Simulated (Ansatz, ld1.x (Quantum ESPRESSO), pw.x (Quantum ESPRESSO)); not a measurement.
**Os (Z = 76) (sc): variants of one RRKJ potential in the solid**

Os (Z = 76), norm-conserving RRKJ (Kleinman–Bylander form), made with ld1.x (Quantum ESPRESSO) 7.5 (PBEsol, scalar-relativistic). Core [Xe] 4f14, reference 5d6.5 6s1.5 6p0. Waves: 6p (bound, empty): rc 2.85 bohr; 5d (bound): rc 1.65 bohr; 6s (bound): rc 2.20 bohr. Local part: the s channel. Core correction: Bessel-smoothed model core inside 1.00 bohr. rho0 = 0.02.

Crystal test: sc Os in pw.x 7.5, no spin, 13³ k-points, Fermi–Dirac smearing 0.01 Ry, cutoffs set for each file from its atomic test. The reference is all-electron LAPW (Ansatz 0.2.0) with the same functional, mesh and smearing; V0 and B0 come from Birch–Murnaghan fits to the pressures at five volumes. Errors are pseudo minus all-electron; Δ is the rms difference of the E(V) curves that follow from these fits, minima aligned, over ±6 % about the mean V0. Mesh and smearing are coarse, so the numbers serve the comparison and aren't converged zero-temperature values; the lattice is a test structure that the element need not adopt.

All-electron: a0 = 2.531 Å (V0 = 16.22 Å³/atom), B0 = 294.0 GPa.

Base: The largest radius (2.85 bohr) exceeds half the bond length (2.39 bohr), so the spheres overlap, which is one possible source of error among others. This is a poor potential for the solid.

2 further variants are left out: they gave no file fit for a test, a broken result, the same result as the base, or pressures whose basis-set error rivals the error shown.

A dash in a converged row means that the minimum lies outside the volumes sampled.

```csv
change,cutoffs (Ry),pw.x,a0 (Å),a0 error (%),B0 error (%),Δ (meV/atom),mean pressure error (GPa)
base,85/340,converged,2.559,+1.11,-3.1,34.6,+10.27
wave 6s (bound): rc 2.20 bohr becomes 6s (bound): rc 3.38 bohr,85/340,converged,–,–,–,–,-17.14
wave 5d (bound): rc 1.65 bohr becomes 5d (bound): rc 1.92 bohr,50/200,converged,2.560,+1.12,-3.2,34.9,+10.35
"all radii but the core radius scaled by about 1.28 (s 2.82, p 3.64, d 2.12 bohr)",50/200,converged,2.546,+0.58,-2.3,18.2,+5.27
```
